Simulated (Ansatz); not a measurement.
This geometry of CH₂OS (5 atoms, charge 0, multiplicity 1) is a first-order saddle point.

Level of theory: RKS r2SCAN-D4/def2-SVPD (Ansatz 0.2.0).

```xyz
5
Properties=species:S:1:pos:R:3
H -0.720 -1.008 -0.008
S 0.766 -0.969 -0.757
C 0.191 0.399 0.052
H 0.712 1.365 0.146
O -0.948 0.213 0.567
```

Task: Which two structures does it join? (They come from a converged band through this point; their orientation in space is the band's.)

Result: Bonds broken: H1–S2. Bonds formed: H1–O5.

First end point:

```xyz
5
Properties=species:S:1:pos:R:3
H -0.527 -1.639 -0.344
S 0.592 -0.945 -0.659
C 0.066 0.548 0.171
H 0.840 1.344 0.073
O -0.971 0.692 0.759
```

Last end point:

```xyz
5
Properties=species:S:1:pos:R:3
H -1.155 -0.877 0.264
S 1.188 -0.764 -0.897
C 0.285 0.285 -0.040
H 0.593 1.316 0.189
O -0.911 0.041 0.484
```

Task: How far does it lie above each of them?

Result: 125.5 kJ/mol above the first and 117.0 kJ/mol above the second. This is the barrier of this one path; another mechanism may lie lower. The orbitals stay closed-shell, which can raise the energy where a bond breaks towards radicals; this wasn't checked here.

Time of the run: 43 s on 2 threads of Intel(R) Xeon(R) 6975P-C (Granite Rapids), with other jobs on the host, peak memory 0.16 GiB.
